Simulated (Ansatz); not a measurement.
Born–Oppenheimer molecular dynamics of CH5BO (8 atoms, charge 0, multiplicity 1). It starts from a rough guess of a transition structure, not a stationary point.

All numbers below come from UKS PBE0-D4/6-31G in Ansatz.

```yaml
ensemble: NVE (velocity Verlet)
time_step: 0.5 fs
steps_asked: 150
starting_velocities_drawn_for: 1000 K
seed: 507786
```

First frame:

```xyz
8
Properties=species:S:1:pos:R:3
B 0.173 -0.366 -0.435
H 0.119 0.526 -1.663
O 0.538 -1.467 -0.951
H 0.366 -0.428 -1.691
C -0.221 0.306 0.930
H -0.074 -0.377 1.762
H 0.366 1.200 1.121
H -1.267 0.605 0.927
```

Task: How far do the bonds stretch over the last three quarters of this one trajectory? (Pairs bonded in most of those frames.)

Result: 
```json
{"bond": "B1–O3", "mean (Å)": "1.233", "spread (Å)": "0.047", "shortest": "1.15", "longest": "1.31"}
{"bond": "B1–C5", "mean (Å)": "1.544", "spread (Å)": "0.056", "shortest": "1.45", "longest": "1.66"}
{"bond": "H2–H4", "mean (Å)": "0.754", "spread (Å)": "0.060", "shortest": "0.67", "longest": "0.84"}
{"bond": "C5–H6", "mean (Å)": "1.104", "spread (Å)": "0.059", "shortest": "1.02", "longest": "1.21"}
{"bond": "C5–H7", "mean (Å)": "1.116", "spread (Å)": "0.070", "shortest": "1.00", "longest": "1.23"}
{"bond": "C5–H8", "mean (Å)": "1.099", "spread (Å)": "0.022", "shortest": "1.06", "longest": "1.13"}
```

Mean temperature of the second half: 3206 K. The conserved energy stayed within 0.98 meV per atom of its start (net change -0.31 meV per atom), so the integration is sound. The kinetic energy rose, since the run started high on the potential surface and went downhill. It ends in pieces (CH3BO + H2), so much of that is their flight and rotation, not heat. A run of 0.075 ps of so small a system gives no equilibrium averages. The orbitals were unrestricted but ended closed-shell. Limits of this set-up: no polarisation functions.

The run took 3.7 min on 1 thread of AMD EPYC 7R13 Processor (Zen 3) (shared host), peak memory 0.12 GiB.
